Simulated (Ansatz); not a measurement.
**HOP⁺, doublet: the ladder up to UCCSDTQ**

Geometry: that of the HOP, triplet, kept fixed.

```xyz
3

O     0.0000   -0.1018    1.0417
P     0.0000    0.0286   -0.5874
H     0.0000    0.7367    1.5146
```

Basis cc-pVDZ; Ansatz 0.2.0. Correlated methods freeze the noble-gas cores, which leaves 11 electrons in 31 orbitals. Prefix R: restricted or restricted open-shell reference; prefix U: unrestricted. Active spaces: valence = (11e, 9o) chosen from the atoms' valence shells.

Full CI isn't at hand for all of this; UCCSDTQ serves as the reference, and is uncertain by the last step of the cluster series or more. The frozen core follows each run's orbitals, which can shift R against U totals by a few meV.

For open shells CISD is restricted-active-space CI with the open shells as a complete middle space.

- UHF ⟨S²⟩: 0.768
- T1 diagnostic (RCCSD): 0.0317
- largest doubles amplitude (RCCSD): 0.074
- T1 diagnostic (UCCSD): 0.0295

| level | E − E(RHF) (eV) |
| --- | --- |
| UHF | -0.1392 |
| RMP2 | -7.5497 |
| UMP2 | -7.5368 |
| RCCSD | -8.0450 |
| UCCSD | -8.0480 |
| RCCSD(T) | -8.3180 |
| UCCSD(T) | -8.3174 |

Question: Estimate how far UCCSDTQ in cc-pVDZ lies from RCCSD(T). The table doesn't fix it; the size of (T) and the diagnostics are the guide.

Answer: UCCSDTQ in cc-pVDZ lies 50 meV below RCCSD(T), which is 18 % of the (T) step (-273 meV). T1 is raised, but (T) still catches most of what CCSD lacks. The miss exceeds 1 kcal/mol.

The other levels:

| level | E − E(UCCSDTQ) (meV) | share of correlation (%) | wall time |
| --- | --- | --- | --- |
| CISD | 933 | 88.85 | 1.1 s |
| BCCD(T) | 49 | 99.41 | 1.7 s |
| RCCSDT | 27 | 99.68 | – |
| UCCSDT | 26 | 99.68 | – |
| RCCSDT(Q) | 2 | 99.97 | 14 s |
| UCCSDT(Q) | -7 | 100.08 | 12 s |
| RCCSDTQ | 0 | 100.00 | 55 s (H100) |
| CASSCF (valence space) | 5305 | 36.60 | – |
| NEVPT2 (valence space) | 1239 | 85.20 | 2.2 s |
| NEVPT4(SD) (valence space) | 189 | 97.74 | 3.4 s |
| MRCISD (valence space) | 386 | 95.39 | – |
| MRCISD+Q (valence space) | 58 | 99.31 | 3.9 s |

The correlation energy at UCCSDTQ, counted from RHF, is -8.368 eV. That run took 58 s on 2 threads of AMD EPYC 7R13 with a shared H100 80 GB, shared host.

Times hold each run's SCF and search for its determinant on a shared host, so for small cases they say little of a method's own cost; rows without a card ran on 1 thread of AMD EPYC 7R13. Some runs computed forces too.

Natural occupations of CASSCF (valence space) about the gap: 1.996 1.977 1.968 1.954 1.004 0.048 0.033 0.022; effectively unpaired electrons, Σ n²(2−n)², 1.03.
